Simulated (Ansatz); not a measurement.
**AlBPH (singlet): the correlation ladder at a displaced geometry (v2), cc-pVDZ**

How much of the correlation energy of AlBPH (singlet) does each wave-function method recover here?

Computed with Ansatz 0.2.0, Gaussian basis. Level: cc-pVDZ, core rule «outside noble gas», up to 11 orbitals frozen.

To be run: UHF; CCSD(T) on RHF; CCSD(T) on UHF; BCCD(T) on RHF; CISD; CCSDT(Q) on RHF; CCSDT(Q) on UHF; CASSCF and MRCISD+Q, 8 electrons in 8 orbitals; CASSCF and NEVPT2, 8 electrons in 8 orbitals.

16 further runs of the same task are left out: 7 that didn't finish, 9 set aside as unsound or not needed.

## 1. The system

The geometry is a PBE0/def2-TZVP stationary point (not a proven minimum) with its atoms shifted at random (size 0.100 Å).

4 atoms, charge 0, spin multiplicity 1.

Atoms are counted from 1 here; the program's logs count them from 0.

Bond lengths: Al1–P2 2.405 Å, P2–B3 1.924 Å, P2–H4 1.339 Å. Angles: Al1–P2–B3 151.8°, Al1–P2–H4 109.5°, B3–P2–H4 97.0°.

## 2. UHF

in.yaml

```yaml
crystal:
  periodic: [false, false, false]
  atoms:
    - {symbol: Al, position_ang: [0.086939, -0.094157, 1.743827]}
    - {symbol: P, position_ang: [-0.077936, 0.199079, -0.637562]}
    - {symbol: B, position_ang: [-0.001315, -0.474584, -2.437756]}
    - {symbol: H, position_ang: [0.081793, 1.493142, -0.941391]}
basis:
  gaussian: {orbitals: cc-pVDZ}
magnetization: {spin_polarized: true, initial_magnetization: 0}
hamiltonian: {xc: hf}
output: {orbitals: {seedname: orbitals}}
```

Command:

```
$ ansatz run in.yaml --threads 1 --pin off --events-out ev --progress --plain --max-ram 2393MiB
```

The runs that follow: CCSD(T) on RHF; CCSD(T) on UHF; BCCD(T) on RHF; CISD; CCSDT(Q) on RHF; CCSDT(Q) on UHF; CASSCF and MRCISD+Q, 8 electrons in 8 orbitals; CASSCF and NEVPT2, 8 electrons in 8 orbitals.

**Question.** What will the summary of the whole plan be? Wanted: RCCSDT(Q) below the RHF energy; RMP2 from RCCSDT(Q); UMP2 from RCCSDT(Q); RCCSD from RCCSDT(Q); RCCSD(T) from RCCSDT(Q); UCCSD(T) from RCCSDT(Q); UCCSDT(Q) from RCCSDT(Q); NEVPT2 frontier from RCCSDT(Q); MRCISD+Q frontier from RCCSDT(Q).

The runs gave:

| quantity | value |
| --- | --- |
| RCCSDT(Q) below the RHF energy | -7.8064 eV |
| RMP2 from RCCSDT(Q) | +164.9 kJ/mol |
| UMP2 from RCCSDT(Q) | +186.5 kJ/mol |
| RCCSD from RCCSDT(Q) | +39.9 kJ/mol |
| RCCSD(T) from RCCSDT(Q) | +7.9 kJ/mol |
| UCCSD(T) from RCCSDT(Q) | +9.2 kJ/mol |
| UCCSDT(Q) from RCCSDT(Q) | 0.0 kJ/mol |
| NEVPT2 frontier from RCCSDT(Q) | +137.6 kJ/mol |
| MRCISD+Q frontier from RCCSDT(Q) | +13.2 kJ/mol |
| levels within 1 kcal/mol (43 meV) | RCCSDT, UCCSDT, UCCSDT(Q) |
| T1 diagnostic | 0.027 |

**Reading.** RCCSD(T) misses by +7.9 kJ/mol, 1.0 % of the correlation energy. Of the multireference levels listed MRCISD+Q frontier comes nearest in total energy (+13.2 kJ/mol), which doesn't show that its space is the better one. These misses are within one basis, not against nature.
